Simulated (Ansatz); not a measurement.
**How methods differ on PH (SMILES [PH])**

The species is PH (2 atoms), meant as a triplet with charge 0. SMILES: `[PH]`. The coordinates come from a GFN2-xTB relaxation.

```xyz
2

P     0.0000    0.0000    0.0000
H     0.0000    0.0000    1.3991
```

Each level gives the energy change with the P1–H2 bond stretched from 1.399 to 2.857 Å (eV). The values are calculated.

```json
{"level": "UBLYP/cc-pVDZ", "kind": "GGA", "program": "Ansatz", "value (eV)": "2.86", "less CCSD(T)/cc-pVDZ": "+0.21"}
{"level": "UBHLYP/cc-pVDZ", "kind": "global hybrid", "program": "Ansatz", "value (eV)": "2.94", "less CCSD(T)/cc-pVDZ": "+0.29"}
{"level": "UCAM-B3LYP/cc-pVDZ", "kind": "range-separated hybrid", "program": "Ansatz", "value (eV)": "2.96", "less CCSD(T)/cc-pVDZ": "+0.31"}
{"level": "UHSE06/cc-pVDZ", "kind": "range-separated hybrid", "program": "Ansatz", "value (eV)": "2.92", "less CCSD(T)/cc-pVDZ": "+0.27"}
{"level": "UB2PLYP/cc-pVDZ", "kind": "double hybrid", "program": "Ansatz", "value (eV)": "2.86", "less CCSD(T)/cc-pVDZ": "+0.21"}
{"level": "UCCSD(T)/cc-pVDZ", "kind": "coupled cluster or CI", "program": "Ansatz", "value (eV)": "2.65", "less CCSD(T)/cc-pVDZ": "0.00"}
{"level": "UCCSD/cc-pVDZ", "kind": "coupled cluster or CI", "program": "Ansatz", "value (eV)": "2.64", "less CCSD(T)/cc-pVDZ": "-0.01"}
{"level": "UCCSDT(Q)/cc-pVDZ", "kind": "coupled cluster or CI", "program": "Ansatz", "value (eV)": "2.60", "less CCSD(T)/cc-pVDZ": "-0.05"}
{"level": "FCI/3-21G", "kind": "exact in the basis", "program": "Ansatz", "value (eV)": "2.02", "less CCSD(T)/cc-pVDZ": "-0.63"}
```

UCCSD(T)/cc-pVDZ is the highest level here, not the true value. At this stretch a single reference begins to fail. The first shape isn't each level's own minimum. The values span 2.02 to 2.96 eV. Spin contamination of the reference (⟨S²⟩ at least 0.1 too high) touches UBLYP/cc-pVDZ, UBHLYP/cc-pVDZ, UCAM-B3LYP/cc-pVDZ, UHSE06/cc-pVDZ, UB2PLYP/cc-pVDZ, UCCSD(T)/cc-pVDZ, UCCSD/cc-pVDZ, UCCSDT(Q)/cc-pVDZ. High-level rows in very small sets aren't better than simpler rows in larger ones.
